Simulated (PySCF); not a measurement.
# C₂H₃S−, an ion with solvent molecules as drawn: interaction energy

One table from this session's results is given with a row withheld; the runs are named, their logs left out.

Programs: PySCF 2.14.0. All values are calculated, for the isolated system unless a continuum is named. Atoms count from 0, parts from 1.

## Starting point

6 atoms, charge -1, multiplicity 1; geometry: GFN2-xTB. Parts: 1 = atoms 0–2, `[C-]#C`, charge -1; 2 = atoms 3–5, `S`, charge 0. In the given geometry H4 has moved to C1 of another part (1.08 Å), so values for the parts refer to these atom groups.

Set-up of the first run:

The job: settings as JSON, then the geometry in Å.

```
{"job": {"xc": "PBE0", "basis": "def2-SVPD", "d3": "d3bj", "grid": 2, "kind": "geom", "shake": 0.01}, "charge": -1, "multiplicity": 1, "parts": [{"atoms": "0-2", "charge": -1, "multiplicity": 1}, {"atoms": "3-5", "charge": 0, "multiplicity": 1}]}
C     -0.120336    -0.362824    -0.261030
C      0.628350     0.545200    -0.056850
H     -0.839461    -1.123246    -0.463954
S      2.693982     3.028212     0.637254
H      1.320468     1.347180     0.135936
H      1.841514     3.404369     1.629374
```

The run is started by

```console
$ OMP_NUM_THREADS=1 python cluster_run.py task.json out
```

The driver reads the jobs from task.json and runs them one after another.

Among the steps run: Optimising the geometry at PBE0-D3(BJ)/def2-SVPD; Coupled-cluster interaction energy: CCSD(T) and MP2.

One table of the session follows, with a row left open; its other results are not shown here.

It belongs to the step «Coupled-cluster interaction energy: CCSD(T) and MP2». 

| method | interaction energy (kcal/mol) |
| --- | --- |
| HF/aug-cc-pVDZ | ? |
| MP2/aug-cc-pVDZ | -118.75 |
| CCSD/aug-cc-pVDZ | -107.86 |
| CCSD(T)/aug-cc-pVDZ | -104.54 |
| HF/aug-cc-pVTZ | -128.24 |
| MP2/aug-cc-pVTZ | -122.01 |
| SCS-MP2/aug-cc-pVTZ | -118.27 |
| MP2, extrapolated | -123.17 |
| CCSD(T), limit estimate | -108.96 |

**Question.** Estimate the row for HF/aug-cc-pVDZ.

As computed: interaction energy (kcal/mol): -127.73. In the column «interaction energy (kcal/mol)» it lies between HF/aug-cc-pVTZ (-128.24) and MP2, extrapolated (-123.17).

At this geometry H4 has moved to C1 of another part (1.11 Å), so this energy is mostly that of cutting a chemical bond between strained fragments, not an intermolecular interaction.

Caveats from the session: At this geometry a test (T1, the size of the triples or of CCSD(T) less MP2, charge moved between the parts) flags the run, so its CCSD(T) estimate is not taken as a benchmark. The interaction energy leaves out the deformation of the parts, 83.81 kcal/mol at MP2. So large a deformation means that a part is far from its own minimum, so a sum across the two methods would be rough.
